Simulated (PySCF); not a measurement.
**Electronic absorption of C2H3NO**

C2H3NO.
SMILES: `C=NC=O`

Method used: TDDFT PBE0/def2-SVPD, vertical, gas phase, core orbitals frozen in the response in PySCF. One conformer (not necessarily the lowest) at the GFN2-xTB geometry, without solvent, vibrations or thermal averaging. Torsions of this conformer, `[CH2:1]=[N:2][CH:3]=[O:4]`: C1–N2–C3–O4 -89°.

```csv
state,E (eV),λ (nm),ν̃ (cm⁻¹),f,"main configurations (H = HOMO, L = LUMO)"
S1,4.39,282.2,35440,0.0006,"H→L (86%), H-1→L (12%)"
S2,5.21,237.9,42030,0.0074,"H→L+1 (68%), H-1→L (15%), H-1→L+1 (12%)"
S3,5.36,231.2,43250,0.0033,"H-1→L (71%), H→L (12%), H→L+1 (11%)"
S4,6.99,177.5,56340,0.112,"H-1→L+1 (72%), H→L+1 (17%)"
S5,7.45,166.3,60120,0.052,H→L+2 (87%)
S6,8.11,152.9,65410,0.063,"H→L+3 (80%), H-1→L+2 (9%)"
S7,8.18,151.5,65990,0.0019,H-2→L+1 (88%)
S8,8.28,149.8,66780,0.032,"H-3→L (34%), H-1→L+2 (26%), H-2→L (22%)"
```

Triplets (Tamm–Dancoff): T1 3.86 eV, H→L (69%), H-1→L (29%); T2 4.54 eV, H→L+1 (87%); T3 4.96 eV, H-1→L (54%), H→L (25%), H-2→L (11%).

The lowest singlet lies at 4.39 eV (282 nm, ultraviolet) and is very weak; its leading configuration is HOMO→LUMO (86%). The most intense listed level is S4 at 6.99 eV (177 nm, f = 0.112), 2.59 eV above S1. Löwdin shares by element: HOMO oxygen 52%, nitrogen 20%, carbon 12% or more, hydrogen 6% or more; LUMO carbon 41% or more, nitrogen 35%, hydrogen 14% or more. Weighted by f, the mean energy of these states is 7.42 eV. Orbital energies (eV): HOMO-3 -11.48, HOMO-2 -10.35, HOMO-1 -8.46, HOMO -7.69, LUMO -1.52, LUMO+1 -0.35, LUMO+2 0.90. The listed states span 3.89 eV, and the widest gap between neighbours is 1.62 eV (S3 to S4). The window holds the lowest 8 singlets.
